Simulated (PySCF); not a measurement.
**O, O⁺, O²⁺: ionisation energies with spin-orbit coupling**

Wanted: the ionisation energy of oxygen, up a ladder of methods.

The numbers are computed with PySCF 2.14.0 (two-component X2C-1e, generalised determinants), except any that are marked as measured or tabulated.

### Step 1. The system

```
Element                                   : oxygen (Z = 8)
Basis                                     : x2c-TZVPPall-2c (5s3p2d1f, 31 functions)
Hamiltonian                               : two-component X2C-1e, Gaussian nucleus, no Breit or QED terms; spin-orbit coupling, run by run: off; screened by Boettger's factors
Core shells frozen in the correlated runs : 1s2 (for O)
State 1                                   : O: [He] 2s2 2p4; 2p1/2 filled at m_j = -1/2, +1/2; 2p3/2 filled at m_j = +1/2, +3/2
State 2                                   : O⁺: [He] 2s2 2p3; 2p1/2 filled at m_j = -1/2, +1/2; 2p3/2 filled at m_j = +3/2
State 3                                   : O²⁺: [He] 2s2 2p2; 2p1/2 filled at m_j = -1/2, +1/2
Needed too, but not shown                 : O³⁺ [He] 2s2 2p1 (2P)
Methods                                   : GHF, GMP2
```

The outer shells:

O [He] 2s2 2p4
```
[He] core
2s [↑↓]
2p [↑↓][↑ ][↑ ]
```

O+ [He] 2s2 2p3
```
[He] core
2s [↑↓]
2p [↑ ][↑ ][↑ ]
```

O2+ [He] 2s2 2p2
```
[He] core
2s [↑↓]
2p [↑ ][↑ ][  ]
```

A driver program built on PySCF's X2C-1e integrals ran all steps in one process from the settings above; there is no separate input file.

The driver's launch:

```
$ OMP_NUM_THREADS=1 python sorun2.py TASK.json OUT
```

The integrals over 31 functions and the set-up took 0.07 s of CPU time.

### Step 2. O

Level: GHF (spin-free).

Standard output:

```text
cycle= 1 E= -74.8178317228  delta_E= -74.8  |FDS-SDF|= 0.0662
cycle= 2 E= -74.8589982616  delta_E= -0.0412  |FDS-SDF|= 0.021
cycle= 3 E= -74.8633951015  delta_E= -0.0044  |FDS-SDF|= 0.00557
cycle= 4 E= -74.8640903853  delta_E= -0.000695  |FDS-SDF|= 0.00184
cycle= 5 E= -74.8641829360  delta_E= -9.26e-05  |FDS-SDF|= 0.000401
cycle= 6 E= -74.8641867984  delta_E= -3.86e-06  |FDS-SDF|= 4.79e-05
cycle= 7 E= -74.8641868506  delta_E= -5.22e-08  |FDS-SDF|= 9.01e-06
cycle= 8 E= -74.8641868522  delta_E= -1.64e-09  |FDS-SDF|= 1.12e-06
cycle= 9 E= -74.8641868523  delta_E= -2.61e-11  |FDS-SDF|= 7.85e-08
```

It took 0.1 s on 1 thread of Neoverse-V2, shared host, the integrals not counted.

Occupied spinors (without spin-orbit coupling the j labels only name the start):

| spinor shell | electrons | mean energy (eV) | weight of the nominal j | rms radius (bohr) |
| --- | --- | --- | --- | --- |
| 1s1/2 | 2 | -562.79 | 1.000 | 0.230 |
| 2s1/2 | 2 | -33.916 | 1.000 | 1.26 |
| 2p3/2 | 2 | -18.630 | 0.833 | 1.36 |
| 2p1/2 | 2 | -15.946 | 0.667 | 1.44 |

M_J = 2, ⟨J²⟩ = 6.012, ⟨L²⟩ = 2.003, ⟨S²⟩ = 2.009.

Level: GMP2 (spin-free).

The driver printed no log here.

It took 0.02 s on 1 thread of Neoverse-V2, shared host, the integrals not counted.

With 6 electrons correlated, the MP2 correlation energy is -0.14528 hartree. Largest pairs: 2p1/2-2p3/2 -0.0409, 2p3/2-2s1/2 -0.0376, 2p1/2-2s1/2 -0.0296, 2p1/2-2p1/2 -0.0187, 2s1/2-2s1/2 -0.0103.

Level: GHF (screened spin-orbit).

Standard output:

```text
cycle= 1 E= -74.8127380492  delta_E= -74.8  |FDS-SDF|= 0.0564
cycle= 2 E= -74.8387456439  delta_E= -0.026  |FDS-SDF|= 0.021
cycle= 3 E= -74.8440039373  delta_E= -0.00526  |FDS-SDF|= 0.0132
cycle= 4 E= -74.8479938445  delta_E= -0.00399  |FDS-SDF|= 0.0118
cycle= 5 E= -74.8589265917  delta_E= -0.0109  |FDS-SDF|= 0.00817
cycle= 6 E= -74.8635908107  delta_E= -0.00466  |FDS-SDF|= 0.00405
cycle= 7 E= -74.8645117157  delta_E= -0.000921  |FDS-SDF|= 0.00169
cycle= 8 E= -74.8645461651  delta_E= -3.44e-05  |FDS-SDF|= 0.000452
cycle= 9 E= -74.8645514577  delta_E= -5.29e-06  |FDS-SDF|= 8.82e-05
cycle= 10 E= -74.8645516096  delta_E= -1.52e-07  |FDS-SDF|= 2.64e-05
cycle= 11 E= -74.8645516205  delta_E= -1.09e-08  |FDS-SDF|= 3.02e-06
cycle= 12 E= -74.8645516207  delta_E= -2.8e-10  |FDS-SDF|= 4.91e-07
```

Time after the integrals: 0.17 s (1 thread of Neoverse-V2, shared host).

Occupied spinors:

```csv
spinor shell,electrons,mean energy (eV),weight of the nominal j,rms radius (bohr)
1s1/2,2,-562.78,1.000,0.230
2s1/2,2,-33.914,1.000,1.26
2p3/2,2,-18.619,0.832,1.37
2p1/2,2,-15.958,0.669,1.44
```

M_J = 2, ⟨J²⟩ = 6.012, ⟨L²⟩ = 2.004, ⟨S²⟩ = 2.009. Rows whose weight is well below 1 mix j = l ± 1/2: exchange competes with spin-orbit coupling there.

Level: GMP2 (screened spin-orbit).

No log was kept for this step.

Time after the integrals: 0.01 s (1 thread of Neoverse-V2, shared host).

With 6 electrons correlated, the MP2 correlation energy is -0.14529 hartree. Largest pairs: 2p1/2-2p3/2 -0.0409, 2p3/2-2s1/2 -0.0376, 2p1/2-2s1/2 -0.0296, 2p1/2-2p1/2 -0.0187, 2s1/2-2s1/2 -0.0103.

### Step 3. O⁺: the ladder of methods

Level: GHF (spin-free).

Standard output:

```text
cycle= 1 E= -74.3834892131  delta_E= -74.4  |FDS-SDF|= 0.0613
cycle= 2 E= -74.4239351138  delta_E= -0.0404  |FDS-SDF|= 0.0123
cycle= 3 E= -74.4263329188  delta_E= -0.0024  |FDS-SDF|= 0.00383
cycle= 4 E= -74.4266140967  delta_E= -0.000281  |FDS-SDF|= 0.000409
cycle= 5 E= -74.4266173794  delta_E= -3.28e-06  |FDS-SDF|= 3.04e-05
cycle= 6 E= -74.4266173958  delta_E= -1.64e-08  |FDS-SDF|= 1.74e-06
cycle= 7 E= -74.4266173958  delta_E= -4.75e-11  |FDS-SDF|= 7.66e-08
```

Time after the integrals: 0.08 s (1 thread of Neoverse-V2, shared host).

Occupied spinors (without spin-orbit coupling the j labels only name the start):

| spinor shell | electrons | mean energy (eV) | weight of the nominal j | rms radius (bohr) |
| --- | --- | --- | --- | --- |
| 1s1/2 | 2 | -581.16 | 1.000 | 0.230 |
| 2s1/2 | 2 | -49.070 | 1.000 | 1.20 |
| 2p1/2 | 2 | -36.203 | 0.500 | 1.21 |
| 2p3/2 | 1 | -36.203 | 1.000 | 1.21 |

M_J = 3/2, ⟨J²⟩ = 3.755, ⟨L²⟩ = 0.000, ⟨S²⟩ = 3.755.

Level: GMP2 (spin-free).

This step left no log, only its results.

Time after the integrals: 0.02 s (1 thread of Neoverse-V2, shared host).

With 5 electrons correlated, the MP2 correlation energy is -0.09612 hartree. Largest pairs: 2p1/2-2s1/2 -0.0422, 2p3/2-2s1/2 -0.0211, 2p1/2-2p3/2 -0.0154, 2s1/2-2s1/2 -0.0098, 2p1/2-2p1/2 -0.0077.

Level: GHF (screened spin-orbit).

Standard output:

```text
cycle= 1 E= -74.3834892131  delta_E= -74.4  |FDS-SDF|= 0.0613
cycle= 2 E= -74.4239377063  delta_E= -0.0404  |FDS-SDF|= 0.0123
cycle= 3 E= -74.4263365185  delta_E= -0.0024  |FDS-SDF|= 0.00384
cycle= 4 E= -74.4266183648  delta_E= -0.000282  |FDS-SDF|= 0.000428
cycle= 5 E= -74.4266219363  delta_E= -3.57e-06  |FDS-SDF|= 9.42e-05
cycle= 6 E= -74.4266221032  delta_E= -1.67e-07  |FDS-SDF|= 6.23e-05
cycle= 7 E= -74.4266222424  delta_E= -1.39e-07  |FDS-SDF|= 1.1e-05
cycle= 8 E= -74.4266222466  delta_E= -4.16e-09  |FDS-SDF|= 3.13e-07
cycle= 9 E= -74.4266222466  delta_E= -2.16e-12  |FDS-SDF|= 2.11e-07
```

Time after the integrals: 0.17 s (1 thread of Neoverse-V2, shared host).

Occupied spinors:

| spinor shell | electrons | mean energy (eV) | weight of the nominal j | rms radius (bohr) |
| --- | --- | --- | --- | --- |
| 1s1/2 | 2 | -581.15 | 1.000 | 0.230 |
| 2s1/2 | 2 | -49.070 | 1.000 | 1.20 |
| 2p1/2 | 2 | -36.212 | 0.503 | 1.20 |
| 2p3/2 | 1 | -36.186 | 1.000 | 1.21 |

M_J = 3/2, ⟨J²⟩ = 3.755, ⟨L²⟩ = 0.000, ⟨S²⟩ = 3.755. A second start ended at -74.26037 hartree. Rows whose weight is well below 1 mix j = l ± 1/2: exchange competes with spin-orbit coupling there.

Level: GMP2 (screened spin-orbit).

The driver printed no log here.

It took 0.01 s on 1 thread of Neoverse-V2, shared host, the integrals not counted.

With 5 electrons correlated, the MP2 correlation energy is -0.09612 hartree. Largest pairs: 2p1/2-2s1/2 -0.0422, 2p3/2-2s1/2 -0.0211, 2p1/2-2p3/2 -0.0154, 2s1/2-2s1/2 -0.0098, 2p1/2-2p1/2 -0.0077.

### Step 4. O²⁺

Level: GHF (spin-free).

Standard output:

```text
cycle= 1 E= -73.0777224269  delta_E= -73.1  |FDS-SDF|= 0.0843
cycle= 2 E= -73.1495559924  delta_E= -0.0718  |FDS-SDF|= 0.0168
cycle= 3 E= -73.1529388221  delta_E= -0.00338  |FDS-SDF|= 0.00311
cycle= 4 E= -73.1530838404  delta_E= -0.000145  |FDS-SDF|= 0.000329
cycle= 5 E= -73.1530857201  delta_E= -1.88e-06  |FDS-SDF|= 3.09e-05
cycle= 6 E= -73.1530857320  delta_E= -1.19e-08  |FDS-SDF|= 1.55e-06
cycle= 7 E= -73.1530857320  delta_E= -2.63e-11  |FDS-SDF|= 1.33e-07
```

It took 0.08 s on 1 thread of Neoverse-V2, shared host, the integrals not counted.

Occupied spinors (without spin-orbit coupling the j labels only name the start):

```
spinor shell  electrons  mean energy (eV)  weight of the nominal j  rms radius (bohr)
       1s1/2          2           -606.08                    1.000              0.230
       2s1/2          2           -67.565                    1.000               1.13
       2p1/2          2           -55.706                    0.500               1.09
```

M_J = 0, ⟨J²⟩ = 2.005, ⟨L²⟩ = 2.002, ⟨S²⟩ = 2.003.

Level: GMP2 (spin-free).

This step left no log, only its results.

Time after the integrals: 0.01 s (1 thread of Neoverse-V2, shared host).

With 4 electrons correlated, the MP2 correlation energy is -0.07603 hartree. Largest pairs: 2p1/2-2s1/2 -0.0473, 2s1/2-2s1/2 -0.0214, 2p1/2-2p1/2 -0.0074.

Level: GHF (screened spin-orbit).

Standard output:

```text
cycle= 1 E= -73.0781619786  delta_E= -73.1  |FDS-SDF|= 0.0843
cycle= 2 E= -73.1501322675  delta_E= -0.072  |FDS-SDF|= 0.0168
cycle= 3 E= -73.1535230001  delta_E= -0.00339  |FDS-SDF|= 0.00312
cycle= 4 E= -73.1536694482  delta_E= -0.000146  |FDS-SDF|= 0.000378
cycle= 5 E= -73.1536720460  delta_E= -2.6e-06  |FDS-SDF|= 0.000149
cycle= 6 E= -73.1536725632  delta_E= -5.17e-07  |FDS-SDF|= 0.000112
cycle= 7 E= -73.1536732842  delta_E= -7.21e-07  |FDS-SDF|= 3.87e-05
cycle= 8 E= -73.1536733271  delta_E= -4.29e-08  |FDS-SDF|= 3.51e-05
cycle= 9 E= -73.1536734736  delta_E= -1.46e-07  |FDS-SDF|= 1.86e-05
cycle= 10 E= -73.1536735285  delta_E= -5.49e-08  |FDS-SDF|= 7.91e-07
cycle= 11 E= -73.1536735285  delta_E= -2.17e-11  |FDS-SDF|= 1.13e-07
```

Time after the integrals: 0.13 s (1 thread of Neoverse-V2, shared host).

Occupied spinors:

```
spinor shell  electrons  mean energy (eV)  weight of the nominal j  rms radius (bohr)
       1s1/2          2           -606.08                    1.000              0.230
       2s1/2          2           -67.562                    1.000               1.13
       2p1/2          2           -55.712                    0.504               1.09
```

M_J = 0, ⟨J²⟩ = 1.986, ⟨L²⟩ = 2.002, ⟨S²⟩ = 2.003. A second start ended at -73.06665 hartree. Rows whose weight is well below 1 mix j = l ± 1/2: exchange competes with spin-orbit coupling there.

The determinant has a definite M_J but mixes levels of different J.

Level: GMP2 (screened spin-orbit).

No log was kept for this step.

It took 0.01 s on 1 thread of Neoverse-V2, shared host, the integrals not counted.

With 4 electrons correlated, the MP2 correlation energy is -0.07602 hartree. Largest pairs: 2p1/2-2s1/2 -0.0473, 2s1/2-2s1/2 -0.0214, 2p1/2-2p1/2 -0.0074.

### Step 5. Differences of total energies

Ionisation energy: O [He] 2s2 2p4 [2p1/2^2 2p3/2^2, M_J = 2] → O⁺ [He] 2s2 2p3 [2p1/2^2 2p3/2^1, M_J = 3/2].

```
                    method  value (eV)  error (eV)  CPU time, both states (s)
           GHF (spin-free)      11.907      -1.711                       0.18
          GMP2 (spin-free)      13.245      -0.374                       0.22
 GHF (screened spin-orbit)      11.917      -1.701                       0.34
GMP2 (screened spin-orbit)      13.255      -0.363                       0.36
```

Reference: 13.618 eV (measured; NIST Atomic Spectra Database, ionization energies).

Ionisation energy: O⁺ [He] 2s2 2p3 [2p1/2^2 2p3/2^1, M_J = 3/2] → O²⁺ [He] 2s2 2p2 [2p1/2^2, M_J = 0].

```csv
method,value (eV),less the reference (eV),"CPU time, both states (s)"
GHF (spin-free),34.655,-0.467,0.16
GMP2 (spin-free),35.201,+0.080,0.19
GHF (screened spin-orbit),34.639,-0.482,0.3
GMP2 (screened spin-orbit),35.186,+0.065,0.32
```

Reference: 35.121 eV (measured; NIST Atomic Spectra Database, ionization energies). The determinant of O2+ mixes levels of different J (the jj label is only the starting occupation), so the difference between spin-free and spin-orbit rows is not the physical spin-orbit shift.

Ionisation energy: O²⁺ [He] 2s2 2p2 [2p1/2^2, M_J = 0] → O³⁺ [He] 2s2 2p1 [2p1/2^1, M_J = 1/2].

```csv
method,value (eV),less the reference (eV)
GHF (spin-free),54.491,-0.444
GMP2 (spin-free),54.964,+0.029
GHF (screened spin-orbit),54.475,-0.460
GMP2 (screened spin-orbit),54.949,+0.013
```

Reference: 54.936 eV (semi-empirical (NIST evaluation); NIST Atomic Spectra Database, ionization energies). The determinant of O2+ mixes levels of different J (the jj label is only the starting occupation), so the difference between spin-free and spin-orbit rows is not the physical spin-orbit shift.

The differences also use runs on O³⁺ [He] 2s2 2p1 (2P), which are not shown here. Times are CPU seconds on a shared host without the integrals; correlated rows include their Hartree-Fock run.

### Step 6. What came out

| quantity | value |
| --- | --- |
| ionisation energy, O | GHF (spin-free) 11.907, GMP2 (screened spin-orbit) 13.255 eV; reference 13.618 |
| ionisation energy, O⁺ | GHF (spin-free) 34.655, GMP2 (screened spin-orbit) 35.186 eV; reference 35.121 |
| ionisation energy, O²⁺ | GHF (spin-free) 54.491, GMP2 (screened spin-orbit) 54.949 eV; reference 54.936 |

Each level's miss and price (over 1 difference):

```csv
method,mean absolute miss against the measured value (with the measured fine structure taken into account where it is known) (eV),"CPU time, both states (s)"
GHF (spin-free),1.711,0.18
GMP2 (spin-free),0.374,0.22
GHF (screened spin-orbit),1.701,0.34
GMP2 (screened spin-orbit),0.363,0.36
```

**Reading.** Against experiment GMP2 (screened spin-orbit) comes closest (off by 0.36 eV), level with GMP2 (spin-free) and GHF (spin-free) is farthest (1.71 eV). Spin-orbit coupling moves the first difference by +0.010 eV at GMP2. The basis is finite, and no extrapolation was made.
